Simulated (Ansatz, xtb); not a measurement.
A geometry optimisation of C2H2P+ with r2SCAN-D4/def2-SVP

The starting geometry of this gas-phase singlet has its atoms placed at random.

```xyz
5

C    -0.7356    1.5490    0.1526
C    -0.5503    0.9413   -1.5253
P    -0.3995   -1.3886    0.6556
H     0.4480   -0.4224    1.4845
H    -0.3614    0.1127    0.5229
```

Q: One run relaxed it with r2SCAN-D4/def2-SVP. What is a likely outcome?

A: It ends as a structure given below by its coordinates. Contacts that open: P3–H5 (1.51 → 2.78 Å). Contacts that close: C1–C2 (1.79 → 1.31 Å), C1–P3 (3.00 → 1.91 Å), C1–H5 (1.53 → 1.10 Å), C2–P3 (3.19 → 1.82 Å).

The energy falls by 9.43 eV over 21 steps:

```csv
step,E − E(last) (eV)
1,9.433
3,6.693
5,5.405
8,2.090
10,0.950
12,0.672
14,0.507
17,0.009
19,0.001
21,0.000
```

Final geometry (Å):

```xyz
5

C    -0.4100    0.7972    0.1150
C    -0.7393    0.3271   -1.0640
P    -0.3157   -1.1023   -0.0246
H     0.0792   -0.7428    1.3423
H    -0.2129    1.5128    0.9218
```

From the same start GFN2-xTB ends elsewhere, differing in C2–H4 (1.07 against 2.76 Å here), P3–H4 (2.73 against 1.47 Å here).

From so rough a start the end depends on the optimiser's path, so another program may land elsewhere. The end wasn't checked by frequencies. Run with Ansatz 0.2.0, 64 s on 1 thread of AMD EPYC (Zen 3), with other jobs on the host.
